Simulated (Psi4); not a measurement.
Pair of molecules: C2H2 (SMILES C#C) (first 4 atoms) with C2H2 (SMILES C#C); geometry from S66by8 set.
(charge 0, multiplicity 1):
```xyz
8

C     -0.5987    -0.0794    -2.3349
H     -1.6607    -0.0793    -2.3408
C      0.6131    -0.0795    -2.3317
H      1.6752    -0.0796    -2.3319
C     -0.0053     0.0603     1.7279
H     -0.0019     0.0266     0.6646
C     -0.0092     0.0986     2.9393
H     -0.0125     0.1320     4.0002
```

These are Psi4 with SAPT0/jun-cc-pV(D+d)Z values and carry that method's errors.

Problem. Give the four SAPT terms and the total, and say what mostly holds the pair together.

Solution. electrostatics -1.34, exchange 0.84, induction -0.23, dispersion -0.59, total -1.33 kcal/mol; the largest attraction is electrostatics.
